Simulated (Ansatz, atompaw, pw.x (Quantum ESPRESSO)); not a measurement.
## beryllium: does the PAW (atompaw) potential hold in the solid?

- Element: beryllium
- Generator: atompaw 4.2.0.5
- Type: PAW
- Functional: LDA (PW92)
- Relativity: scalar-relativistic
- Frozen core: [He]
- Valence charge: 2
- Reference configuration: 2s2 2p0
- Partial waves: 2s (bound): rc 1.65 bohr; 2s channel at -0.05 Ry: rc 1.65 bohr; 2p (bound, empty): rc 3.00 bohr; 2p channel at 0.7 Ry: rc 3.00 bohr; 3d channel at 0.3 Ry: rc 3.00 bohr; 3d channel at 2.85 Ry: rc 3.00 bohr
- Local potential: bessel scheme, radius 2.05 bohr
- Core correction: smooth core density matched at 2.60 bohr
- Augmentation charge: besselshape compensation charge, radius 2.40 bohr; PAW radius 3.00 bohr; waves and projectors: custom polynom vanderbiltortho

Atomic tests: cutoffs needed: 12 Ry and 18 Ry (the cutoffs (Ry, on a coarse ladder) from which the occupation-weighted sum of valence levels, in a spherical-Bessel basis at the reference potential, stays within 10 and 1 mRy of its value at 400 Ry); ghost test: no extra level below or beside the all-electron valence levels (s, p, d, f tested) (spherical-Bessel basis up to 400 Ry, 20 bohr box); lowest eigenvalue of the overlap operator: 0.56 (s channel).

Crystal test: bcc Be in pw.x 7.5, no spin, 18³ k-points, Fermi–Dirac smearing 0.01 Ry, cutoffs 40/400 Ry. The reference is all-electron LAPW (Ansatz 0.2.0) with the same functional, mesh and smearing; V0 and B0 come from Birch–Murnaghan fits to the pressures at five volumes. Errors are pseudo minus all-electron; Δ is the rms difference of the E(V) curves that follow from these fits, minima aligned, over ±6 % about the mean V0. Mesh and smearing are coarse, so the numbers serve the comparison and aren't converged zero-temperature values; the lattice is a test structure that the element need not adopt.

All-electron: a0 = 2.461 Å (V0 = 7.46 Å³/atom), B0 = 132.0 GPa.

How far does the potential miss the all-electron equation of state?

mean pressure error (GPa): +2.99; a0 (Å): 2.478; a0 error (%): +0.68; B0 error (%): +5.4; Δ (meV/atom): 4.6. The largest radius (3.00 bohr) exceeds half the bond length (2.01 bohr), so the spheres overlap, which is one possible source of error among others. This is a poor potential for the solid.

| V (Å³/atom) | P all-electron (GPa) | P pseudo (GPa) |
| --- | --- | --- |
| 7.090 | 7.22 | 11.20 |
| 7.276 | 3.34 | 6.74 |
| 7.463 | -0.13 | 2.78 |
| 7.650 | -3.25 | -0.75 |
| 7.836 | -6.04 | -3.89 |

At the middle volume, how do free energy and pressure move when the wave cutoff is lowered (ecutrho held at 400 Ry)?

```
cutoff (Ry)  shift of F (meV/atom)  shift of P (GPa)
         18                   +4.9             -0.50
         24                   +0.8             +0.00
         32                   +0.5             -0.02
```

The run at the middle volume (195 k-points, 6 iterations) took about 4 s on one core of a shared host (Intel(R) Xeon(R) 6975P-C, 192 threads, 378 GiB, load 69).
